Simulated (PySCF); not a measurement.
Molecule: s-BuOMe, C5H12O.

Molfile (atoms numbered from 1):
```
C5H12O
     RDKit          3D

 18 17  0  0  0  0  0  0  0  0999 V2000
   -2.0001   -0.6727    0.8222 C   0  0  0  0  0  0  0  0  0  0  0  0
   -1.3829    0.0482   -0.3633 C   0  0  0  0  0  0  0  0  0  0  0  0
    0.0894    0.3781   -0.1687 C   0  0  2  0  0  0  0  0  0  0  0  0
    0.6639    1.1545   -1.3446 C   0  0  0  0  0  0  0  0  0  0  0  0
    0.7637   -0.8441    0.0298 O   0  0  0  0  0  0  0  0  0  0  0  0
    2.0130   -0.7455    0.6346 C   0  0  0  0  0  0  0  0  0  0  0  0
   -3.0561   -0.9212    0.6380 H   0  0  0  0  0  0  0  0  0  0  0  0
   -1.9565   -0.0539    1.7333 H   0  0  0  0  0  0  0  0  0  0  0  0
   -1.4557   -1.6058    1.0253 H   0  0  0  0  0  0  0  0  0  0  0  0
   -1.9239    0.9860   -0.5726 H   0  0  0  0  0  0  0  0  0  0  0  0
   -1.4703   -0.5737   -1.2712 H   0  0  0  0  0  0  0  0  0  0  0  0
    0.1911    0.9944    0.7522 H   0  0  0  0  0  0  0  0  0  0  0  0
    0.5679    0.5644   -2.2692 H   0  0  0  0  0  0  0  0  0  0  0  0
    0.1291    2.1063   -1.4812 H   0  0  0  0  0  0  0  0  0  0  0  0
    1.7283    1.3912   -1.1987 H   0  0  0  0  0  0  0  0  0  0  0  0
    2.3892   -1.7663    0.7932 H   0  0  0  0  0  0  0  0  0  0  0  0
    1.9568   -0.2375    1.6184 H   0  0  0  0  0  0  0  0  0  0  0  0
    2.7532   -0.2024    0.0159 H   0  0  0  0  0  0  0  0  0  0  0  0
  1  2  1  0
  2  3  1  0
  3  4  1  0
  3  5  1  0
  5  6  1  0
  1  7  1  0
  1  8  1  0
  1  9  1  0
  2 10  1  0
  2 11  1  0
  3 12  1  1
  4 13  1  0
  4 14  1  0
  4 15  1  0
  6 16  1  0
  6 17  1  0
  6 18  1  0
M  END
```

Geometry PBE0-D3(BJ)/def2-SVP throughout; GIAO in PySCF 2.14.0 with density-fitted response routines, gas phase, one conformer, non-relativistic; equivalent atoms averaged; basis pcSseg-1.

Q: How do the shifts δ (against TMS, H2O at the same level) depend on the functional? (a selection of nuclei; ppm; last column core-seconds on shared hosts with different chips, so compare them loosely; the GGAs took longer than the global hybrids here, which isn't the general rule, and the cause wasn't traced)

A: 
```csv
functional,kind,C3,C6,C2,C4,O5,H11,H13/H14/H15,H7/H8/H9,H10,core-s
HF,Hartree–Fock,68.8,51.2,30.6,19.1,7.5,1.15,1.06,1.06,0.86,12
LDA,LDA,85.9,59.7,35.9,17.5,58.3,1.28,1.02,0.96,1.23,30
PBE,GGA,82.7,58.6,35.5,18.2,55.7,1.26,1.03,0.98,1.21,40
BLYP,GGA,84.4,59.4,36.9,18.8,60.9,1.26,1.06,1.02,1.23,41
BP86,GGA,82.8,59.0,35.4,18.6,52.4,1.26,1.05,0.99,1.19,38
OPBE,GGA,77.3,55.9,33.1,17.6,46.5,1.28,1.02,0.97,1.18,42
KT2,GGA,81.2,57.7,34.9,18.1,52.3,1.24,1.03,0.99,1.21,26
KT3,GGA,79.0,56.5,34.5,18.1,52.4,1.25,1.03,1.00,1.21,26
B97-D,GGA,81.0,58.0,35.2,18.7,50.9,1.28,1.07,1.03,1.21,26
B3LYP,global hybrid,81.0,57.7,35.3,19.0,47.4,1.24,1.05,1.02,1.13,17
PBE0,global hybrid,78.7,56.7,33.7,18.5,39.7,1.22,1.03,0.99,1.09,20
mPW1PW91,global hybrid,78.4,56.7,33.6,18.6,38.7,1.22,1.03,0.99,1.07,17
WP04,global hybrid,80.8,58.2,34.6,20.1,40.0,1.26,1.04,1.00,1.03,16
B97-2,global hybrid,78.1,56.6,33.6,18.9,39.6,1.24,1.04,1.01,1.09,16
BHandHLYP,global hybrid,76.7,55.4,33.4,19.2,32.0,1.20,1.05,1.03,1.01,17
CAM-B3LYP,range-separated hybrid,79.8,57.2,34.2,19.1,41.0,1.23,1.05,1.02,1.08,21
wB97X-D,range-separated hybrid,78.1,56.9,33.4,19.2,33.8,1.21,1.04,1.00,1.03,22
LC-wPBE,range-separated hybrid,76.1,56.3,31.7,18.9,27.5,1.21,1.03,0.99,0.99,31
```

Q: Which nucleus among those listed moves most, in ppm?

A: O5 (ether oxygen): from 7.5 ppm with HF to 60.9 ppm with BLYP. The smallest spread is 0.05 ppm, at H13/H14/H15. Proton shifts span only some 12 ppm, so a few tenths of a ppm matter as much there as several ppm in carbon.
